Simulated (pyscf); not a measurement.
Structures and frequencies: ωB97X-D3(BJ)/def2-SVP in PySCF. Correlated levels are frozen-core, on RHF or UHF. ΔMP2 is the change of the MP2 total energy from the triple- to the quadruple-zeta basis.

Question: For O=Si(Cl)–Cl (SMILES O=[Si](Cl)Cl) + H₂O (SMILES O) → HO–Si(OH)(Cl)–Cl (SMILES O[Si](O)(Cl)Cl), an addition across a multiple bond or ene-type step (singlet surface; H–O broken, H–O, O–Si formed), PBE/def2-TZVP gives ΔE‡ = -84.5 kJ/mol and ΔE = -279.6 kJ/mol (zero: the separated reactants). In which direction and how far do PBE0-D3(BJ)/def2-TZVP, ωB97M-D3(BJ)/def2-TZVP, CCSD(T)/def2-TZVPP + ΔMP2(QZVPP) move these?

Answer: PBE0-D3(BJ): ΔE‡ = -97.4 kJ/mol, ΔE = -315.4 kJ/mol; ωB97M-D3(BJ): ΔE‡ = -90.1 kJ/mol, ΔE = -313.6 kJ/mol; CCSD(T): ΔE‡ = -80.0 kJ/mol, ΔE = -308.5 kJ/mol. PBE's barrier lies among them. Its reaction energy lies over all of them, by 28.9 to 35.8 kJ/mol. On the reactant side the descent ends in an adduct with a O–Si contact, 106.9 kJ/mol under the separated species and 16.5 kJ/mol under the saddle at ωB97X-D3(BJ)/def2-TZVP. At PBE, PBE0-D3(BJ), ωB97M-D3(BJ)/def2-TZVP, CCSD(T) the saddle lies under the separated reactants, which points to a path from their complex (located at ωB97X-D3(BJ) alone). What is counted as formed (O–Si) is already present as a longer contact in the reactant adduct; forming that adduct is a step of its own. At ωB97X-D3(BJ)/def2-TZVP the barrier from the zero used here is -90.4 kJ/mol. One saddle was located; it need not be the lowest between these sides. The CCSD(T) − MP2 part came from Ansatz, without density fitting, on the same reference.
